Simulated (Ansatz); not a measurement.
Zinc-blende AlP was calculated with G0W0@HSE06 in Ansatz (hard PAW, contour deformation).

The cell has the measured lattice parameters. Conventional cell: a = 5.4630 Å, b = 5.4630 Å, c = 5.4630 Å, α = 90.00°, β = 90.00°, γ = 90.00°.

The quasiparticle gap at Γ at a fixed k mesh 4×4×4:

```tsv
response cutoff	value (eV)
150 eV, 312 empty bands	4.612
200 eV, 481 empty bands	4.624
250 eV, 672 empty bands	4.633
300 eV, 884 empty bands	4.637
```

Taking the value to converge with the response cutoff E as E^(−3/2), extrapolate from the last two rows.

With y = y∞ + c/w and weights w = 3953 and 5196 for the last two rows, y∞ = (w2 y2 − w1 y1)/(w2 − w1) = (5196 × 4.637 − 3953 × 4.633)/1243 = 4.650 eV, which lies 0.013 beyond the last row. Successive pairs of rows give 4.646, 4.656, 4.650. The limit also hangs on the law assumed, so its last digits aren't firm.

The other settings are not extrapolated, so this is the limit in one setting alone.

At the last cutoff the smallest gap on this mesh is 2.68 eV, with an edge away from Γ.

Note: GW on a hybrid start was not checked against another program.

Ansatz is an electronic-structure program.
